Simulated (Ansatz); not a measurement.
Reaction: C2H7N (N-methylmethanamine, SMILES CNC) → C2H6N (SMILES C[N]C, doublet) + H (doublet) (the H-N bond breaks)
Each species at its own B3LYP-D3(BJ)/def2-TZVP minimum (Ansatz, a quantum-chemistry and plane-wave program).

Wanted: bond dissociation energy (electronic), in kJ/mol. Open shells are spin-unrestricted; no spin-orbit coupling. CBS(X,Y): correlation extrapolated as X^-3, Hartree-Fock from the larger set. A bracket is a step between two methods taken in the basis named. The functionals are non-relativistic, so their misses hold any scalar relativity. '+ core + X2C': CCSD(T) terms for core correlation (cc-pwCVTZ) and scalar relativity (cc-pVTZ-DK). For partners of very few electrons the exact lower level stands in for a higher one.

CCSD(T)/CBS(cc-pVTZ,cc-pVQZ) + [CCSDT(Q) - CCSD(T)]/cc-pVDZ + core + X2C (Ansatz) gives 427.2 kJ/mol.

Question: What does PBE/def2-TZVPD (Ansatz) give here, and how do the other levels compare?

Answer: PBE gives 402.6 kJ/mol, 24.6 kJ/mol below it. Differences of the others: B3LYP/def2-TZVPD (Ansatz) -19.7; PBE0/def2-TZVPD (Ansatz) -23.3; wB97M-V/def2-TZVPD (Ansatz) -7.4; CCSD(T)/CBS(cc-pVTZ,cc-pVQZ) + core + X2C (Ansatz) 0.4 kJ/mol. Nearer than PBE: B3LYP/def2-TZVPD, PBE0/def2-TZVPD, wB97M-V/def2-TZVPD, CCSD(T)/CBS(cc-pVTZ,cc-pVQZ) + core + X2C.
